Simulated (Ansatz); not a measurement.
Relaxation of C$_{2}$H$_{4}$NO (8 atoms, charge -1, multiplicity 1), to a largest force component of 0.015 eV/Å in at most 40 steps.

Computed with Ansatz, RKS B3LYP-D4/6-31G.

```xyz
8
Properties=species:S:1:pos:R:3
C 0.122 0.933 -0.461
O 0.061 -0.405 -0.746
C -0.163 -1.309 0.587
N -0.261 -0.890 1.690
H 0.265 1.499 -1.396
H 0.957 1.172 0.222
H -0.802 1.293 0.027
H -0.178 -2.294 0.077
```

Problem. Where does it end, and by what steps?

Solution. The run converged. Limits of this set-up: no polarisation functions, an anion without diffuse functions, the dipole of an ion depends on the origin. After 12 steps the energy has fallen by 0.218 eV; N4 moved furthest, 0.71 Å.

| step | energy less start (eV) | largest force component (eV/Å) | accepted |
| --- | --- | --- | --- |
| 0 | 0.0000 | 3.796 | yes |
| 1 | -0.1302 | 0.795 | yes |
| 2 | -0.1267 | 0.543 | no |
| 3 | -0.1409 | 0.273 | yes |
| 4 | -0.1442 | 0.103 | yes |
| 5 | -0.1450 | 0.087 | yes |
| 6 | -0.1616 | 0.173 | yes |
| 7 | -0.1677 | 0.451 | yes |
| 8 | -0.1845 | 0.214 | yes |
| 9 | -0.2138 | 0.127 | yes |
| 10 | -0.2176 | 0.062 | yes |
| 11 | -0.2168 | 0.150 | no |
| 12 | -0.2183 | 0.012 | yes |

```xyz
8
Properties=species:S:1:pos:R:3
C 0.255 0.952 -0.439
O 0.438 -0.440 -0.653
C -0.317 -1.335 0.554
N -0.947 -0.894 1.501
H -0.267 1.443 -1.288
H 1.217 1.487 -0.298
H -0.357 1.100 0.473
H -0.022 -2.313 0.149
```

Run time: 41 s on 1 thread of Arm Neoverse N1 (shared host), peak memory 0.12 GiB.
